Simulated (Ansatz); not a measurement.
# SiHClO (SMILES O[Si]Cl): revPBE/STO-3G

Aim: the energy change on altering one bond length of SiHClO at revPBE/STO-3G, from 2 runs. 

The results are computed with Ansatz 0.2.0.

82 further runs of the same task are left out: 1 that didn't finish, 81 set aside as unsound or not needed.

### 1 The system as given

SiHClO: 4 atoms, total charge 0, spin state singlet. SMILES: `O[Si]Cl`. Geometry: relaxed at PBE0-D4/def2-TZVP.

Bond lengths: O1–Si2 1.637 Å, Si2–Cl3 2.110 Å, O1–H4 0.963 Å. Angles: O1–Si2–Cl3 101.3°, Si2–O1–H4 120.4°.

### 2 The energy at revPBE/STO-3G

job.yaml reads:

```yaml
crystal:
  periodic: [false, false, false]
  atoms:
    - symbol: O
      position_ang: [-0.911800, 0.450200, -0.308700]
    - symbol: Si
      position_ang: [-0.434200, -0.789700, 0.647000]
    - symbol: Cl
      position_ang: [1.662300, -0.701000, 0.421400]
    - symbol: H
      position_ang: [-0.260800, 0.980400, -0.780000]
basis:
  gaussian: {orbitals: STO-3G}
accuracy: high
hamiltonian: {xc: {name: revPBE}}
```

The run is started by

```sh
$ ansatz run job.yaml --threads 1 --pin off --max-ram 2610MiB --events-out events.jsonl --progress --plain --runs-dir runs
```

What it wrote:

```text
Warning: RAYON_NUM_THREADS=1 ignored (pool sized by the plan → 1); use --threads N
Functional definition: revPBE
  name "revPBE"
  parameter kappa = 1.245
  parameter beta = 0.06672455060314922
  exchange = pbe_x(kappa = kappa, mu = beta*pi^2/3)
  correlation = pbe_c(beta = beta)
433 factors; integrals over basis functions are off by at most 3.0e-8 eV
mean field evaluation 1: about -22201.6572 eV, gradient 2.2e1 eV
mean field evaluation 2: about -22189.8486 eV, gradient 7.0e1 eV
mean field evaluation 4: about -22203.6611 eV, gradient 3.2e0 eV
mean field evaluation 8: about -22203.6847 eV, gradient 3.2e-2 eV
mean field evaluation 16: about -22203.6847 eV, gradient 1.6e-6 eV
mean field -22203.68473440 eV, -815.9703637910 hartree, gradient 1.1e-8 eV, S^2 0.000000; 0 other end points of the search recorded, 0 dependent functions left out
reference -22203.68473655 eV, -815.9703638702 hartree; 20, 20 occupied and 4, 4 virtual orbitals, 433 factors
Total energy: -22203.68473655 eV, -815.9703638702 hartree
```

It took 1.2 s on 1 thread of Arm Neoverse V1, shared host; peak memory 0.096 GiB.

### 3 The distorted shape, same level

run.yaml reads:

```yaml
crystal:
  periodic: [false, false, false]
  atoms:
    - {symbol: O, position_ang: [-1.031204, 0.760185, -0.547633]}
    - {symbol: Si, position_ang: [-0.434200, -0.789700, 0.647000]}
    - {symbol: Cl, position_ang: [1.662300, -0.701000, 0.421400]}
    - {symbol: H, position_ang: [-0.380204, 1.290385, -1.018933]}
basis:
  gaussian:
    orbitals: STO-3G
hamiltonian:
  xc: {name: revPBE}
accuracy: high
```

The run is started by

```sh
$ ansatz run run.yaml --threads 1 --pin off --max-ram 2610MiB --events-out events.jsonl --progress --plain --runs-dir runs
```

What it wrote (excerpt; [...] marks lines left out):

```text
Warning: RAYON_NUM_THREADS=1 ignored (pool sized by the plan → 1); use --threads N
[... 6 set-up lines as earlier in the session ...]
429 factors; integrals over basis functions are off by at most 3.4e-8 eV
mean field evaluation 1: about -22197.9628 eV, gradient 3.0e1 eV
mean field evaluation 2: about -22107.5894 eV, gradient 1.3e2 eV
mean field evaluation 4: about -22202.3205 eV, gradient 6.3e0 eV
mean field evaluation 8: about -22202.5127 eV, gradient 7.3e-2 eV
mean field evaluation 16: about -22202.4855 eV, gradient 3.3e-5 eV
mean field -22202.48545827 eV, -815.9262912061 hartree, gradient 3.8e-8 eV, S^2 0.000000; 0 other end points of the search recorded, 0 dependent functions left out
reference -22202.48546048 eV, -815.9262912874 hartree; 20, 20 occupied and 4, 4 virtual orbitals, 429 factors
Total energy: -22202.48546048 eV, -815.9262912874 hartree
```

Run time: 1.2 s. Hardware: 1 thread of Arm Neoverse V1, shared host; peak memory 0.096 GiB.

### 4 What came out

Level: revPBE/STO-3G.

| quantity | value |
| --- | --- |
| first shape: total energy | -815.97036 Eh |
| distorted shape: total energy | -815.92629 Eh |
| energy change with the O1–Si2 bond stretched from 1.637 to 2.046 Å | 1.199 eV |

What this shows: With the O1–Si2 bond stretched from 1.637 to 2.046 Å the energy rises by 1.20 eV (116 kJ/mol). The first shape isn't relaxed at this level, so the change isn't measured from a minimum. The minimal basis adds a large error of its own.
